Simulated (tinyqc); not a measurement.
Inside a calculation. Method: coupled-perturbed Hartree-Fock on RHF in the sto-3g basis, for H2O, spin multiplicity 1. One step of it, computed by the program tinyqc.

Problem. Orthogonalisation. S = U s U^T; symmetric (Loewdin) form X = U s^(-1/2) U^T, so that X^T S X = 1.

overlap S:
```
           1O 1s     1O 2s    1O 2px     1O 2py    1O 2pz     2H 1s      3H 1s
1O 1s   1.000000  0.236704  0.000000   0.000000  0.000000  0.046759   0.046759
1O 2s   0.236704  1.000000  0.000000   0.000000  0.000000  0.436095   0.436095
1O 2px  0.000000  0.000000  1.000000   0.000000  0.000000  0.000000   0.000000
1O 2py  0.000000  0.000000  0.000000   1.000000  0.000000  0.291951  -0.291951
1O 2pz  0.000000  0.000000  0.000000   0.000000  1.000000  0.230199   0.230199
2H 1s   0.046759  0.436095  0.000000   0.291951  0.230199  1.000000   0.222737
3H 1s   0.046759  0.436095  0.000000  -0.291951  0.230199  0.222737   1.000000
```

Give: eigenvalues of S; X.

Solution.

eigenvalues of S: 0.3816  0.4610  0.8849  1.0000  1.0971  1.3163  1.8591

X:
```
          1O 1s    1O 2s  1O 2px   1O 2py   1O 2pz    2H 1s    3H 1s
1O 1s    1.0240  -0.1404  0.0000   0.0000  -0.0091   0.0208   0.0208
1O 2s   -0.1404   1.2039  0.0000   0.0000   0.0940  -0.2618  -0.2618
1O 2px   0.0000   0.0000  1.0000   0.0000   0.0000   0.0000   0.0000
1O 2py   0.0000   0.0000  0.0000   1.0939   0.0000  -0.2052   0.2052
1O 2pz  -0.0091   0.0940  0.0000   0.0000   1.0486  -0.1357  -0.1357
2H 1s    0.0208  -0.2618  0.0000  -0.2052  -0.1357   1.1720  -0.0785
3H 1s    0.0208  -0.2618  0.0000   0.2052  -0.1357  -0.0785   1.1720
```
